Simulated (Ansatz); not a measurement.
**BC (doublet): PBE0, B3LYP over a scan of the distance B1–C2, cc-pVDZ**

How well do these functionals follow the top wave-function level for BC (doublet) over a scan of the distance B1–C2?

The runs use Ansatz 0.2.0, Gaussian basis; cc-pVDZ, all electrons in the functionals.

To be run: PBE0, B3LYP, at 1.191 Å; 1.344 Å; 1.489 Å; 1.669 Å; 1.849 Å; 2.105 Å; 2.397 Å; 2.790 Å; 3.351 Å; 3.935 Å; 4.938 Å.

29 further runs of the same task are left out: 3 for a known fault of the program, 19 that didn't finish, 7 set aside as unsound or not needed.

## Step 1: The geometry

The geometry derives from a PBE0/def2-TZVP stationary point (not a proven minimum). One bond is set to the value named and the two fragments are kept rigid.

2 atoms, charge 0, spin multiplicity 2.

Atoms are counted from 1 here; the program's logs count them from 0.

Bond lengths: B1–C2 1.489 Å.

No dispersion term is added. B3LYP takes the VWN-RPA correlation.

The geometry shown and the zero of energy belong to the point 1.489 Å. The yardstick, FCI, and other wave-function levels (R restricted, U unrestricted, valence and pair active spaces) come from earlier runs.

## Step 2: PBE0, 1.191 Å

Contents of in.yaml:

```yaml
crystal:
  periodic: [false, false, false]
  atoms:
    - {symbol: B, position_ang: [0.000000, 0.000000, 0.000000]}
    - {symbol: C, position_ang: [0.000000, 0.000000, 1.191000]}
basis:
  gaussian: {orbitals: cc-pVDZ}
magnetization: {spin_polarized: true, initial_magnetization: 1}
hamiltonian: {xc: {name: PBE0}}
output: {orbitals: {seedname: orbitals}}
```

Command:

```
> ansatz run in.yaml --threads 1 --pin off --events-out ev --progress --plain --max-ram 2393MiB
```

Further steps of the session: PBE0, 1.344 Å; PBE0, 1.489 Å; PBE0, 1.669 Å; PBE0, 1.849 Å; PBE0, 2.105 Å; PBE0, 2.397 Å; PBE0, 2.790 Å; PBE0, 3.351 Å; PBE0, 3.935 Å; PBE0, 4.938 Å; B3LYP, 1.191 Å; B3LYP, 1.344 Å; B3LYP, 1.489 Å; B3LYP, 1.669 Å; B3LYP, 1.849 Å; B3LYP, 2.105 Å; B3LYP, 2.397 Å; B3LYP, 2.790 Å; B3LYP, 3.351 Å; B3LYP, 3.935 Å; B3LYP, 4.938 Å.

Q: Predict the results of all the runs planned. Wanted: span of the FCI curve; largest miss, PBE0; largest miss, B3LYP.

As calculated:

| quantity | value |
| --- | --- |
| span of the FCI curve | 332.1 kJ/mol |
| largest miss, PBE0 | +76.7 kJ/mol (4.938 Å) |
| largest miss, B3LYP | +56.2 kJ/mol (4.938 Å) |

**Reading.** Of the functionals, B3LYP keep the smallest largest miss at the points compared (at most 56.2 kJ/mol) and PBE0 strays most (76.7 kJ/mol, at 4.938 Å). PBE0, B3LYP clearly break the spin symmetry at some points (⟨S²⟩ up to 1.03 above the pure value), so energy there is bought with a mixed spin. Functionals and the yardstick converge differently with the basis, so part of each miss in cc-pVDZ is the basis.
